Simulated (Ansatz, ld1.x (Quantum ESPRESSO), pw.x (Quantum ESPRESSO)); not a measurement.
# Li: one change to the RRKJ potential, in the atom and in the fcc crystal

* Element: lithium
* Generator: ld1.x (Quantum ESPRESSO) 7.5
* Type: norm-conserving RRKJ (Kleinman–Bylander form)
* Functional: PBEsol
* Relativity: scalar-relativistic
* Frozen core: [He]
* Valence charge: 1
* Reference configuration: 2s1 2p0
* Partial waves: 2p (bound, empty): rc 4.20 bohr; 3d channel at 0.1 Ry: rc 3.95 bohr; 2s (bound): rc 1.95 bohr
* Local potential: the s channel
* Core correction: a·sin(br)/r model core inside 1.25 bohr
* rho0: 0.005

Change: core correction none.

Cutoffs, loose and tight: the cutoffs (Ry, on a coarse ladder) from which the occupation-weighted sum of valence levels, in a spherical-Bessel basis at the reference potential, stays within 10 and 1 mRy of its value at 400 Ry. They do not see the model core or the augmentation charge, which bear on the density cutoff. Test errors are all-electron minus pseudo excitation energies from the reference, over the configurations 2s0.5 2p0; 2s0 2p1; variants that change the core or the reference have their own tests.

Crystal test: fcc Li in pw.x 7.5, no spin, 13³ k-points, Fermi–Dirac smearing 0.01 Ry, cutoffs set for each file from its atomic test. The reference is all-electron LAPW (Ansatz 0.2.0) with the same functional, mesh and smearing; V0 and B0 come from Birch–Murnaghan fits to the pressures at five volumes. Errors are pseudo minus all-electron; Δ is the rms difference of the E(V) curves that follow from these fits, minima aligned, over ±6 % about the mean V0. Mesh and smearing are coarse, so the numbers serve the comparison and aren't converged zero-temperature values; the lattice is a test structure that the element need not adopt.

All-electron: a0 = 4.327 Å (V0 = 20.25 Å³/atom), B0 = 13.5 GPa.

Problem. Does the change bring the crystal closer to the all-electron result?

Solution. The mean pressure error goes from -0.72 to -0.99 GPa, so the change moves the solid further from the all-electron pressures. Neither pressure curve crosses zero within the volumes sampled, so no fits are given.

| quantity | base | changed |
| --- | --- | --- |
| outcome (atom) | generated | generated |
| cutoff, loose (atom) | 6 Ry | 6 Ry |
| cutoff, tight (atom) | 6 Ry | 6 Ry |
| bound ghosts (atom) | none | none |
| largest test error (meV) (atom) | -8.5 | -3.5 |
| cutoffs in pw.x (Ry) | 50/200 | 35/140 |
| mean pressure error (GPa) | -0.72 | -0.99 |

Base: The largest radius (4.20 bohr) exceeds half the bond length (2.89 bohr), so the spheres overlap, which is one possible source of error among others. This is a poor potential for the solid. Changed file: The largest radius (4.20 bohr) exceeds half the bond length (2.89 bohr), so the spheres overlap, which is one possible source of error among others. This is a poor potential for the solid. The atomic cutoffs weigh occupied waves only.
